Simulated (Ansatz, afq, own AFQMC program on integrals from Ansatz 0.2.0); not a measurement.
## Where AFQMC and coupled cluster stand for AlGeH, quintet

```yaml
atoms:
  - { symbol: Ge, position_ang: [0.0000, 0.0000, 2.1260] }
  - { symbol: Al, position_ang: [0.0000, 0.0000, -0.2625] }
  - { symbol: H, position_ang: [0.0000, 0.0000, -1.8635] }
```

Connectivity, by distances: Ge–AlH.

Basis cc-pVDZ. Noble-gas cores (and the filled d shells of Ga–Kr and In–Xe) are frozen. Ansatz 0.2.0 and our own AFQMC program on the same integrals; the CISD trial comes from CCSD amplitudes, and released means the phaseless constraint is let go. ± is one standard error of the sampling. No spin–orbit coupling.

Determinant: UHF, the one that the program's search chose, which needn't be the lowest solution. The geometry is a PBE0/def2-TZVP stationary point of this or a neighbouring charge and spin state.

No full CI on the walks' own integrals is used here; CCSDTQ serves as the reference and is uncertain by about the last step of the cluster series.

Cautions: no relativity below Rb; no spin-orbit coupling; inner d shell frozen; another spin lies lower (by 2.92 eV).

* T1 diagnostic: 0.0299
* weight of the determinant in the CISD state: 0.888
* ⟨S²⟩ of the determinant: 6.020
* size of the correlated space: 8 electrons in 31 orbitals

Reference: CCSDTQ, correlation energy -3.357 eV. The released energy is read at 2.40 1/Eh (meV from the phaseless value at times in 1/Eh: -4.5 ± 1.4 at 0.24, -7.1 ± 1.2 at 0.51, -8.9 ± 1.3 at 0.99, -12.0 ± 2.2 at 1.62, -10.1 ± 1.5 at 2.40).

```json
{"level": "HF", "E − E(reference) (kJ/mol)": "323.9", "share of correlation (%)": "0.00"}
{"level": "MP2", "E − E(reference) (kJ/mol)": "88.2", "share of correlation (%)": "72.76"}
{"level": "CCSD", "E − E(reference) (kJ/mol)": "13.5", "share of correlation (%)": "95.82"}
{"level": "CCSD(T)", "E − E(reference) (kJ/mol)": "3.8", "share of correlation (%)": "98.83"}
{"level": "CCSDT", "E − E(reference) (kJ/mol)": "0.7", "share of correlation (%)": "99.79"}
{"level": "CCSDT(Q)", "E − E(reference) (kJ/mol)": "0.1", "share of correlation (%)": "99.97"}
{"level": "ph-AFQMC/CISD", "E − E(reference) (kJ/mol)": "1.4 ± 0.2", "share of correlation (%)": "99.56"}
{"level": "released AFQMC", "E − E(reference) (kJ/mol)": "0.4 ± 0.1", "share of correlation (%)": "99.86"}
```

CCSDT and higher add their correlation energy to the determinant of the CCSD(T) run, since their own runs factorise the integrals more tightly (a shift of under 2 meV). A walk keeps the symmetry of its determinant, which the program's search chose and which needn't be the lowest solution, so a lower state of the same spin and another symmetry isn't excluded. Released energies are given only where the last usable release times agree within the noise; a slower fall can still hide under it.
